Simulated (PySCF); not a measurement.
Compound: CS.
Geometry (PBE0-D3(BJ)/def2-SVP, Å), atoms numbered from 1 in this order:
```xyz
2
CS angstrom
C      0.763   -0.001   -0.002
S     -0.772    0.007   -0.012
```

Level of theory: PySCF, PBE0-D3(BJ)/def2-SVP geometry optimisation, gas phase.

Take the most abundant isotopes and a rigid rotor. 

Task: What are the moment of inertia and the rotational constant?

Result: I = 20.562 u·Å², B = 505379 MHz·u·Å²/I = 24578 MHz (0.8198 cm⁻¹, or 1.180 K as hB/k). For two atoms I = μr² with μ = 8.7252 u and r = 1.5351 Å.

Task: List the first levels of a rigid rotor in a Σ state.

Result: E(J) = BJ(J+1): J = 1: 1.640, J = 2: 4.919, J = 3: 9.838, J = 4: 16.397, J = 5: 24.595, J = 6: 34.434 cm⁻¹.

Task: Where do the first rotational lines fall?

Result: The dipole is 1.80 D; J+1 ← J lies at 2B(J+1): 1 ← 0 at 49.16 GHz, 2 ← 1 at 98.31 GHz, 3 ← 2 at 147.47 GHz, 4 ← 3 at 196.63 GHz, 5 ← 4 at 245.78 GHz, 6 ← 5 at 294.94 GHz.

Task: Estimate the classical rotational partition function at 50 K, 298.15 K and 500 K.

Result: Point group C∞v, symmetry number σ = 1; q = kT/(σhB), k/h = 20836.6 MHz/K: 42.4 at 50 K, 253 at 298.15 K, 424 at 500 K.

No PBE0-D3(BJ)/def2-SVP frequencies stand behind this structure, so it isn't proved a minimum. Constants of a rigid frame at the computed geometry: no zero-point averaging, no centrifugal distortion.
